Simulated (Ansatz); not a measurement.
A made-up structure of C₂H₅Si (charge +1), closed shell:

C1  (-0.962, 0.256, -0.912)
C2  (0.060, 0.908, -0.827)
Si3  (0.418, -0.489, 0.757)
H4  (-1.877, -0.298, -1.016)
H5  (0.869, 1.610, -0.939)
H6  (-0.650, -0.588, -1.473)
H7  (1.659, -1.051, 0.201)
H8  (-0.694, -1.447, 0.903)
(Å)

It is relaxed with PBE-D4/def2-SVP and then PBE0-D4/def2-TZVP (Ansatz 0.2.0). Atoms count as bonded within 1.22 times the sum of their covalent radii (H–H: 0.88 Å). The end point is not checked to be a true minimum.

Q: Does its bonding change? (Judge from chemistry; the calculation decides.)

A: By the calculation: No: no bond forms or breaks.

Where it ends: The first stage lowers the energy by 5.76 eV in 15 steps. It ends as C₂H₅Si ([CH2][CH][SiH2]), total charge +1:
```csv
atom,x (Å),y (Å),z (Å)
C1,-1.0584,0.1597,-1.3287
C2,0.1788,0.2943,-0.8069
Si3,0.5647,-0.6372,0.6615
H4,-1.8114,-0.4881,-0.8872
H5,0.9084,0.9504,-1.2728
H6,-1.3581,0.6996,-2.2230
H7,1.8796,-0.5721,1.3206
H8,-0.4807,-1.5045,1.2315
```

Labels in which every atom is bracketed show which atoms are joined, not bond orders.

For scale, one of the runs: PBE0-D4/def2-TZVP relaxation, 129 basis functions, launched by `ansatz run in.yaml --threads 2 --pin off --events-out ev --progress --plain --max-ram 4352MiB`. The run took about 5.5 s on 2 CPU threads of an AMD EPYC 9B45 (shared host).
